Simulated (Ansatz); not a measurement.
# CH₃O (doublet): the correlation ladder, cc-pVTZ

Aim: climb from Hartree-Fock through coupled cluster for CH₃O (doublet) at one geometry and basis, and see what each rung misses.

Method: cc-pVTZ, core rule «outside noble gas», up to 2 orbitals frozen; program: Ansatz 0.2.0, Gaussian basis.

To be run: UHF; CCSD(T) on ROHF; CCSD(T) on UHF; BCCD(T) on ROHF; CISD; CCSDT(Q) on ROHF; CCSDT(Q) on UHF.

21 further runs of the same task are left out: 7 for a known fault of the program, 1 that didn't finish, 13 set aside as unsound or not needed.

**1. The geometry**

The geometry is an MP2(full)/6-31G* stationary point (not a proven minimum).

5 atoms, charge 0, spin multiplicity 2.

Atoms are counted from 1 here; the program's logs count them from 0.

Bond lengths: C1–O2 1.373 Å, C1–H4 1.086 Å, C1–H5 1.080 Å, O2–H3 0.970 Å. Angles: O2–C1–H4 118.2°, O2–C1–H5 112.2°, H4–C1–H5 119.3°, C1–O2–H3 108.5°.

**2. UHF**

The input, in.yaml:

```yaml
crystal:
  periodic: [false, false, false]
  atoms:
    - {symbol: C, position_ang: [0.727223, 0.056064, -0.074030]}
    - {symbol: O, position_ang: [-0.632319, -0.099210, 0.038389]}
    - {symbol: H, position_ang: [-1.052075, 0.766720, -0.087183]}
    - {symbol: H, position_ang: [1.162558, 1.001701, 0.233977]}
    - {symbol: H, position_ang: [1.260906, -0.861678, 0.125999]}
basis:
  gaussian: {orbitals: cc-pVTZ}
magnetization: {spin_polarized: true, initial_magnetization: 1}
hamiltonian: {xc: hf}
output: {orbitals: {seedname: orbitals}}
```

The run is started by

```console
$ ansatz run in.yaml --threads 1 --pin off --events-out ev --progress --plain --max-ram 3956MiB --backend cpu
```

Further steps of the session: CCSD(T) on ROHF; CCSD(T) on UHF; BCCD(T) on ROHF; CISD; CCSDT(Q) on ROHF; CCSDT(Q) on UHF.

Q: Predict the results of all the runs planned. Wanted: UCCSDT(Q) below the RHF energy; RMP2 from UCCSDT(Q); UMP2 from UCCSDT(Q); RCCSD from UCCSDT(Q); RCCSD(T) from UCCSDT(Q); UCCSD(T) from UCCSDT(Q); RCCSDT(Q) from UCCSDT(Q); T1 diagnostic.

**Answer**, as computed:

| quantity | value |
| --- | --- |
| UCCSDT(Q) below the RHF energy | -11.7345 eV |
| RMP2 from UCCSDT(Q) | +20.81 kcal/mol |
| UMP2 from UCCSDT(Q) | +21.04 kcal/mol |
| RCCSD from UCCSDT(Q) | +9.63 kcal/mol |
| RCCSD(T) from UCCSDT(Q) | +0.65 kcal/mol |
| UCCSD(T) from UCCSDT(Q) | +0.66 kcal/mol |
| RCCSDT(Q) from UCCSDT(Q) | +0.06 kcal/mol |
| levels within 1 kcal/mol (43 meV) | RCCSD(T), UCCSD(T), BCCD(T), RCCSDT, UCCSDT, RCCSDT(Q) |
| T1 diagnostic | 0.021 |

**Reading.** RCCSD(T) misses by +0.65 kcal/mol, 0.2 % of the correlation energy. These misses are within one basis, not against nature; the frozen cores of restricted and unrestricted runs differ, which can shift their rows.
